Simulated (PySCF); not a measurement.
System (SMILES): [H][H] (H2).
Geometry (B3LYP-D3(BJ)/def2-TZVP, fixed):
```xyz
2

H      0.0000     0.0000    -0.3720
H      0.0000     0.0000     0.3720
```

Basis-set convergence of the mean static polarisability at HF with PySCF. All functions are spherical. Density fitting with generated auxiliary sets. No added dispersion term, no relativity. Reference: the value in aug-cc-pV5Z, 5.25 bohr³, itself unsure by roughly 0.1 % (its mean distance from d-aug-cc-pVTZ, aug-pcseg-3, aug-cc-pVQZ). Deviations are taken from unrounded values.

| basis | functions | mean static polarisability (bohr³) | minus reference (%) |
|---|---|---|---|
| 6-31G** | 10 | 2.53 | -51.8 |
| cc-pVDZ | 10 | 2.93 | -44.1 |
| def2-SVP | 10 | 2.83 | -46.0 |
| pcseg-1 | 10 | 2.69 | -48.7 |
| 6-311G** | 12 | 2.95 | -43.7 |
| def2-TZVP | 12 | 2.89 | -45.0 |
| Sadlej pVTZ | 18 | 5.14 | -2.0 |
| 6-311++G(2d,2p) | 20 | 3.99 | -24.0 |
| d-aug-cc-pVDZ | 26 | 5.21 | -0.7 |
| jun-cc-pV(T+d)Z | 28 | 3.96 | -24.6 |
| pcseg-2 | 28 | 3.71 | -29.2 |
| def2-TZVPPD | 34 | 5.27 | 0.4 |
| cc-pVQZ | 60 | 4.47 | -14.8 |
| d-aug-cc-pVTZ | 64 | 5.26 | 0.3 |
| pcseg-3 | 66 | 4.95 | -5.7 |
| aug-pcseg-3 | 98 | 5.25 | 0.0 |
| pcseg-4 | 122 | 5.15 | -1.8 |
| aug-cc-pV5Z | 160 | 5.25 | 0.0 |
